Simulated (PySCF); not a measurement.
**How methods differ on the electron affinity of F**

F⁻ [Ne] (1S) → F [He] 2s2 2p5 (2P), as a difference of total energies. All numbers are calculated (PySCF 2.14, the spin-free X2C one-electron Hamiltonian (Gaussian nucleus), in x2c-QZVPPall with one added diffuse shell each of s, p, d, f type (8s5p4d3f1g, 73 functions)). Correlated levels: valence: 1s2 frozen; valence and next inner shell: nothing frozen. The calculations carry no spin-orbit coupling.

```json
{"method": "UHF", "electron affinity (eV)": "1.163"}
{"method": "LDA", "electron affinity (eV)": "4.116"}
{"method": "PBE", "electron affinity (eV)": "3.647"}
{"method": "PBE0", "electron affinity (eV)": "3.225"}
{"method": "r2SCAN", "electron affinity (eV)": "3.291"}
{"method": "r2SCANh", "electron affinity (eV)": "3.173"}
{"method": "M06-L", "electron affinity (eV)": "3.053"}
{"method": "r2SCAN0", "electron affinity (eV)": "3.003"}
{"method": "HSE06", "electron affinity (eV)": "3.229"}
{"method": "MP2 (valence)", "electron affinity (eV)": "3.674"}
{"method": "SCS-MP2 (valence)", "electron affinity (eV)": "3.493"}
{"method": "MP2 (valence and next inner shell)", "electron affinity (eV)": "3.681"}
{"method": "SCS-MP2 (valence and next inner shell)", "electron affinity (eV)": "3.497"}
```

Question: How much does correlation contribute at MP2 (valence and next inner shell)?

Answer: 3.681 − (1.163) = 2.518 eV, measured against UHF.

A first-order spin-orbit estimate (lowest level to lowest level, LS coupling) adds -0.018 eV.

Errors of the correlated levels include the incompleteness of this basis and the frozen core.

In the anion the highest occupied orbital energy is positive at LDA, PBE, r2SCAN, r2SCANh, M06-L, HSE06, a self-interaction effect; the basis confines that electron, and the energy difference can still be sensible.

For comparison: 3.401 eV (measured; photodetachment measurements, as compiled on the Wikipedia data page of electron affinities).
